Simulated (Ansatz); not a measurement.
The same path of C$_{3}$H$_{5}$FO (10 atoms, charge 0, multiplicity 1) was run twice with different band settings. Lost on the way: C4–H9. Made: O5–H9.

The calculation used RKS PBE-D4/6-31G* (Ansatz).

Relaxed end points:

```xyz
10
Properties=species:S:1:pos:R:3
C 0.981 -0.325 0.710
C -0.210 -0.614 -0.142
F -0.452 -1.955 -0.287
C -1.046 0.239 -0.765
O -0.993 1.611 -0.761
H 1.898 -0.766 0.277
H 1.157 0.759 0.827
H 0.857 -0.752 1.722
H -1.883 -0.136 -1.360
H -0.226 1.888 -0.218
```

```xyz
10
Properties=species:S:1:pos:R:3
C 1.056 -0.408 0.635
C -0.240 -0.880 0.062
F -0.431 -2.232 0.263
C -1.280 -0.322 -0.607
O -0.718 1.482 -0.711
H 1.899 -0.959 0.178
H 1.202 0.668 0.465
H 1.089 -0.605 1.722
H -0.911 1.456 -1.675
H -1.583 1.749 -0.328
```

Common settings: movable images 5; climbing image yes; spring 5.0 eV/Å²; optimiser quadratic models (default); start path through a guess of the saddle point; iteration limit 60; end points relaxed.

| run | force threshold |
| --- | --- |
| 1 | 0.05 eV/Å |
| 2 | 0.5 eV/Å |

What does each run give, and how far can it be trusted?

Run 1: converged after 23 iterations, highest image 3.669 eV above the first end. The profile has 2 maxima (images 1, 5) with wells between them (image 2): this band takes more than one step, which may be the mechanism or a detour left from its start path. Neighbouring images differ by up to 1.9 eV, so the band resolves the path poorly. A vibrational analysis at the climbing image gives one clearly imaginary mode, 623i cm⁻¹: a first-order saddle point.
Run 2: converged after 9 iterations, highest image 3.605 eV above the first end. The threshold of 0.5 eV/Å is loose, so the images may lie well off the minimum-energy path. Neighbouring images differ by up to 2.5 eV, so the band resolves the path poorly. The order of the stationary point at the top wasn't checked.
The orbitals stay closed-shell, which can raise the energy where a bond breaks towards radicals; this wasn't checked here.
